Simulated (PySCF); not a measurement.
## SiH₄: tetrahedral to square-planar path

All numbers come from PBE0 in PySCF with Si def2-TZVP, H def2-TZVP; no relativity; density-fitted integrals.

Rigid scan from the singlet minimum (Si–H 1.485 Å (×4); H–Si–H 109.5° (×6)). Coordinate: D2d path, angle between each bond and the S4 axis (54.74 tetrahedral, 90 square planar), bonds fixed. Energies in kJ/mol from the minimum.

```tsv
angle of the bonds to the S4 axis (°)	E (kJ/mol)
45.0	46.2
50.0	10.5
54.7	0.0
60.0	12.0
66.0	52.9
72.0	119.4
78.0	207.8
84.0	309.4
90.0	382.3
```

With the bonds held, the square planar shape lies 382.3 kJ/mol from the minimum.
